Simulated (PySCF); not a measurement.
A geometry optimisation, step by step.

Compound: 2-chloro-3-methylbutane, C5H11Cl.
SMILES with atom numbers: `[CH3:1][CH:2]([CH3:3])[C@H:4]([CH3:5])[Cl:6]` (hydrogens: H7, H8, H9 on C1; H10 on C2; H11, H12, H13 on C3; H14 on C4; H15, H16, H17 on C5)

Computed by this run: PySCF, PBE0-D3(BJ)/def2-SVP geometry optimisation, gas phase; density fitting, grid level 2; the optimiser is geomeTRIC in internal coordinates, started from a GFN2-xTB structure. The frame can shift and turn from step to step; on so coarse a grid that alone can change the energy by a few meV, and forces under 0.02 eV/Å are noise.

Step 0: E = -17869.6811 eV, largest atomic force 0.766 eV/Å
```
atom  x, y, z in Å  |  force x, y, z in eV/Å
C1     -1.478    1.223   -0.148    0.405  -0.281   0.370
C2     -0.442    0.224    0.363   -0.325  -0.042  -0.692
C3     -0.985   -1.199    0.218    0.310   0.549   0.199
C4      0.880    0.378   -0.395    0.144  -0.200   0.649
C5      1.961   -0.604    0.024   -0.350   0.352  -0.282
Cl6     1.520    2.037   -0.123    0.139   0.284  -0.030
H7     -2.408    1.116    0.406   -0.424  -0.028   0.184
H8     -1.683    1.050   -1.203   -0.134  -0.056  -0.460
H9     -1.125    2.244   -0.027    0.108   0.402   0.000
H10    -0.254    0.423    1.424    0.150   0.071   0.262
H11    -1.981   -1.254    0.650   -0.406  -0.091   0.157
H12    -1.053   -1.476   -0.832   -0.074  -0.181  -0.462
H13    -0.355   -1.921    0.730    0.224  -0.380   0.170
H14     0.701    0.310   -1.472   -0.079  -0.013  -0.249
H15     2.099   -0.580    1.103    0.066  -0.002   0.429
H16     1.691   -1.613   -0.279   -0.094  -0.446  -0.085
H17     2.905   -0.346   -0.450    0.340   0.062  -0.160
```

Step 1: E = -17869.7232 eV, largest atomic force 0.162 eV/Å
```
atom  x, y, z in Å  |  force x, y, z in eV/Å
C1     -0.666    2.181    0.155   -0.050   0.047  -0.047
C2      0.363    1.184    0.668    0.095   0.038   0.122
C3     -0.158   -0.243    0.520   -0.036  -0.065  -0.011
C4      1.717    1.346   -0.028   -0.042   0.096  -0.124
C5      2.782    0.360    0.395    0.069  -0.032   0.041
Cl6     2.364    3.025    0.256   -0.071  -0.142  -0.003
H7     -1.614    2.080    0.706    0.024   0.003  -0.014
H8     -0.881    2.006   -0.914    0.005   0.004   0.034
H9     -0.311    3.215    0.263   -0.001  -0.007   0.001
H10     0.539    1.383    1.743   -0.026  -0.011  -0.043
H11    -1.164   -0.325    0.959    0.029  -0.002  -0.013
H12    -0.239   -0.528   -0.543   -0.002   0.008   0.030
H13     0.482   -0.984    1.023   -0.007   0.018  -0.012
H14     1.564    1.293   -1.120    0.030   0.017   0.045
H15     2.926    0.386    1.487    0.000  -0.004  -0.023
H16     2.506   -0.665    0.102   -0.007   0.033   0.008
H17     3.741    0.602   -0.084   -0.012  -0.002   0.009
```

Step 2: E = -17869.7244 eV, largest atomic force 0.059 eV/Å
```
atom  x, y, z in Å  |  force x, y, z in eV/Å
C1     -0.664    2.184    0.155   -0.015   0.004  -0.012
C2      0.363    1.183    0.668    0.016  -0.011   0.020
C3     -0.160   -0.245    0.521   -0.016  -0.002  -0.006
C4      1.715    1.344   -0.031    0.004   0.058  -0.014
C5      2.785    0.361    0.395    0.010  -0.020   0.006
Cl6     2.353    3.018    0.258    0.005  -0.015   0.000
H7     -1.612    2.086    0.706    0.000  -0.002   0.001
H8     -0.880    2.009   -0.913    0.001  -0.003   0.003
H9     -0.306    3.216    0.263   -0.001  -0.006   0.003
H10     0.539    1.381    1.742   -0.004  -0.001  -0.008
H11    -1.165   -0.328    0.962    0.001  -0.001   0.002
H12    -0.243   -0.530   -0.542   -0.001   0.003   0.002
H13     0.480   -0.985    1.022    0.006   0.004  -0.001
H14     1.566    1.292   -1.122    0.004  -0.011   0.006
H15     2.927    0.387    1.486   -0.004   0.004  -0.003
H16     2.510   -0.663    0.102   -0.003  -0.004   0.002
H17     3.743    0.606   -0.082   -0.003   0.002  -0.002
```

Step 3: E = -17869.7245 eV, largest atomic force 0.025 eV/Å
```
atom  x, y, z in Å  |  force x, y, z in eV/Å
C1     -0.666    2.183    0.155    0.005  -0.002  -0.003
C2      0.364    1.184    0.668    0.000  -0.009  -0.007
C3     -0.159   -0.244    0.521   -0.003   0.001   0.001
C4      1.716    1.345   -0.032    0.005   0.023   0.009
C5      2.783    0.360    0.395    0.001  -0.011  -0.003
Cl6     2.358    3.017    0.258   -0.005  -0.003   0.000
H7     -1.613    2.084    0.707   -0.001   0.000   0.002
H8     -0.882    2.008   -0.913    0.001  -0.001  -0.002
H9     -0.310    3.216    0.263    0.002   0.003   0.001
H10     0.540    1.382    1.741   -0.001   0.003   0.002
H11    -1.162   -0.328    0.963   -0.001   0.001   0.004
H12    -0.243   -0.528   -0.542   -0.001   0.001  -0.002
H13     0.484   -0.983    1.020    0.001  -0.002  -0.001
H14     1.568    1.293   -1.123   -0.003  -0.005  -0.003
H15     2.925    0.387    1.487    0.000   0.002   0.002
H16     2.506   -0.664    0.103    0.001  -0.001   0.001
H17     3.743    0.602   -0.082    0.000   0.001  -0.002
```

Problem. Summarise the path.

Solution. The energy falls by 0.0434 eV from step 0 to step 3; nine tenths of that is first reached at step 1. It falls at every step. The largest force goes from 0.766 to 0.025 eV/Å. Among the bonds C3–H12 changes most (a near tie, within 0.001 Å, with another), from 1.088 to 1.103 Å; the atoms move by 0.028 Å rms after alignment.

Problem. Follow the three bonds and two angles with the largest change from start to end.

Solution. 
```tsv
step	E above end (eV)	largest force (eV/Å)	C3–H12 (Å)	C1–H8 (Å)	C4–Cl6 (Å)	C4–C2–H10 (°)	C1–C2–C4 (°)
0	0.0434	0.766	1.088	1.088	1.799	108.2	110.7
1	0.0013	0.162	1.104	1.104	1.821	106.3	112.0
2	0.0001	0.059	1.103	1.103	1.815	106.5	111.9
3	0.0000	0.025	1.103	1.103	1.814	106.5	111.9
```

The cost below is that of the whole optimisation. Time: 30 s wall; peak memory 0.72 GiB. Hardware: an Intel Xeon 6975P-C with one thread, no GPU, shared host with 32 logical CPUs at a one-minute load of 24.
